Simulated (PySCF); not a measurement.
ethylamine cation (C₂H₇N), SMILES CCN (connectivity only; charge and spin as stated), charge +1, multiplicity 2.

Geometry optimised at B3LYP-D3(BJ)/def2-TZVP. The spin state was assumed, not searched. Other conformers were not sampled.

The numbers are results of TDA-B3LYP/def2-SVPD (PySCF), not measurements.

Vertical excitations. 

| state | energy (eV) | λ (nm) | f | main pairs |
|---|---|---|---|---|
| root 1 | 3.46 | 358 | 0.034 | β HOMO→LUMO 99 % |
| root 2 | 3.48 | 356 | 0.000 | β HOMO−1→LUMO 98 % |
| root 3 | 3.83 | 324 | 0.000 | β HOMO−2→LUMO 98 % |
| root 4 | 6.41 | 194 | 0.088 | β HOMO−3→LUMO 97 % |
| root 5 | 6.49 | 191 | 0.004 | β HOMO−4→LUMO 96 % |
| root 6 | 8.18 | 152 | 0.000 | β HOMO−5→LUMO 96 % |
| root 7 | 8.60 | 144 | 0.000 | α HOMO→LUMO 95 % |
| root 8 | 9.59 | 129 | 0.003 | α HOMO→LUMO+1 37 %, β HOMO→LUMO+1 57 % |
| root 9 | 9.72 | 128 | 0.013 | α HOMO→LUMO+1 59 %, β HOMO→LUMO+1 37 % |
| root 10 | 9.86 | 126 | 0.002 | α HOMO−1→LUMO 62 %, β HOMO−1→LUMO+1 33 % |
Unrestricted roots are not spin-pure.
